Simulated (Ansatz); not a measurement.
B2H4Si: where a starting geometry ends

The starting geometry of this gas-phase singlet was optimised with GFN2-xTB; its bonds are those of `B1B[SiH2]1`.

```yaml
atoms:
  - { symbol: B, position_ang: [0.4404, 0.9213, 0.3687] }
  - { symbol: B, position_ang: [-0.7374, 0.5551, -0.4522] }
  - { symbol: Si, position_ang: [0.0837, -1.0331, 0.4152] }
  - { symbol: H, position_ang: [-1.6726, 0.3779, -1.1240] }
  - { symbol: H, position_ang: [1.3478, 1.3172, 0.9834] }
  - { symbol: H, position_ang: [-0.6786, -2.2457, 0.0387] }
  - { symbol: H, position_ang: [1.0933, -1.6912, 1.2761] }
```

Problem. Predict what it relaxes into with PBE0-D4/def2-TZVP.

Solution. It keeps its bonds, and is `B1B[SiH2]1`.

The energy falls by 0.16 eV over 6 steps:

```
step  E − E(last) (eV)
   1             0.164
   2             0.035
   3             0.004
   4             0.000
   5             0.000
   6             0.000
```

Final geometry (Å):

```xyz
7

B     0.4342    0.9616    0.3574
B    -0.7413    0.5955   -0.4620
Si    0.0842   -1.0330    0.4155
H    -1.6661    0.2255   -1.0944
H     1.3796    1.1740    1.0305
H    -0.7656   -2.1601   -0.0400
H     1.1517   -1.5621    1.2989
```

Frequencies at the end are all real (lowest 143 cm⁻¹). Run with Ansatz 0.2.0, 6.9 s on 2 threads of Arm Neoverse V1, with other jobs on the host.
